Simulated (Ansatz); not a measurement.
# Silanol (SiH4O): ionisation energy by level of theory

An exercise on one series of results from a longer session: the logs are not shown, and one member is left open.

The runs use Ansatz 0.2.0, Gaussian basis; unrestricted cation, the program's frozen cores in correlated methods.

Levels to be run: UKS PBE-D4/def2-TZVPP; UKS r2SCAN-D4/def2-TZVPP; UKS PBE0-D4/def2-TZVPP; UKS B3LYP-D4/def2-TZVPP; UKS wB97X-V/def2-TZVPP; UKS wB97M-V/def2-TZVPP; UKS B2PLYP/def2-TZVPP; UHF-CCSD(T)/def2-TZVPP; UHF-CCSD(T)/def2-QZVPP; extrapolation to the limit; then −ε(HOMO) from the neutral's earlier runs with LDA (SPW92), PBE-D4, revPBE-D4, BLYP-D4, r2SCAN-D4, B97M-V, PBE0-D4, B3LYP-D4, r2SCANh-D4, r2SCAN0-D4, HSE06-D4, BHLYP-D4, CAM-B3LYP-D4, LC-ωPBE, ωB97X-V, ωB97M-V.

## The relaxed structure

The geometry comes from an earlier relaxation with PBE0-D4 in a triple-zeta def2 set; it is a stationary point.

SMILES `O[SiH3]`, 6 atoms, charge 0, spin multiplicity 1.

Atoms are counted from 1 here; the program's logs count them from 0.

Bond lengths: O1–Si2 1.648 Å, O1–H3 0.958 Å, Si2–H4 1.489 Å, Si2–H5 1.481 Å, Si2–H6 1.489 Å. Angles: Si2–O1–H3 117.9°, O1–Si2–H4 111.7°, O1–Si2–H5 105.9°, O1–Si2–H6 111.7°, H4–Si2–H5 109.9°, H4–Si2–H6 107.9°, H5–Si2–H6 109.9°.

The first run:

File in.yaml:

```yaml
crystal:
  periodic: [false, false, false]
  atoms:
    - {symbol: O, position_ang: [0.636713, -1.030299, 0.418986]}
    - {symbol: Si, position_ang: [-0.035725, 0.346543, -0.187021]}
    - {symbol: H, position_ang: [0.069058, -1.629237, 0.904721]}
    - {symbol: H, position_ang: [-1.128311, 0.045684, -1.152772]}
    - {symbol: H, position_ang: [1.060521, 1.064945, -0.875574]}
    - {symbol: H, position_ang: [-0.602256, 1.202354, 0.891669]}
basis:
  gaussian: {orbitals: def2-TZVPP}
total_charge: 1
magnetization: {spin_polarized: true, initial_magnetization: 1}
hamiltonian: {xc: pbe, dispersion: d4}
```

Command:

```sh
$ ansatz run in.yaml --threads 2 --pin off --events-out ev --progress --plain --max-ram 32768MiB --backend cpu
```

Steps of the session up to this table: Cation, UKS PBE-D4/def2-TZVPP; Cation, UKS r2SCAN-D4/def2-TZVPP; Cation, UKS PBE0-D4/def2-TZVPP; Cation, UKS B3LYP-D4/def2-TZVPP; Cation, UKS wB97X-V/def2-TZVPP; Cation, UKS wB97M-V/def2-TZVPP; Cation, UKS B2PLYP (frozen core)/def2-TZVPP; Cation, UHF-CCSD(T)/def2-TZVPP; Cation, UHF-CCSD(T)/def2-QZVPP.

One of the session's tables, all rows but one given; the rest of the session is left out.

Orbital estimates, from the neutral's runs:

| functional | −ε(HOMO) (eV) |
| --- | --- |
| LDA (SPW92) | 7.29 |
| PBE-D4 | 7.21 |
| revPBE-D4 | 7.18 |
| BLYP-D4 | 7.14 |
| r2SCAN-D4 | 7.58 |
| B97M-V | ? |
| PBE0-D4 | 8.73 |
| B3LYP-D4 | 8.52 |
| r2SCANh-D4 | 8.14 |
| r2SCAN0-D4 | 8.98 |
| HSE06-D4 | 8.33 |
| BHLYP-D4 | 10.19 |
| CAM-B3LYP-D4 | 10.19 |
| LC-ωPBE | 11.55 |
| ωB97X-V | 11.21 |
| ωB97M-V | 11.07 |

Q: Estimate the row for B97M-V from the others.

**Answer.** −ε(HOMO) (eV): 7.70. In the column «−ε(HOMO) (eV)» it lies between r2SCAN-D4 (7.58) and r2SCANh-D4 (8.14).

Caveats from the session: The cation may have settled in a state other than its lowest; no search over hole states beyond the program's own was made.
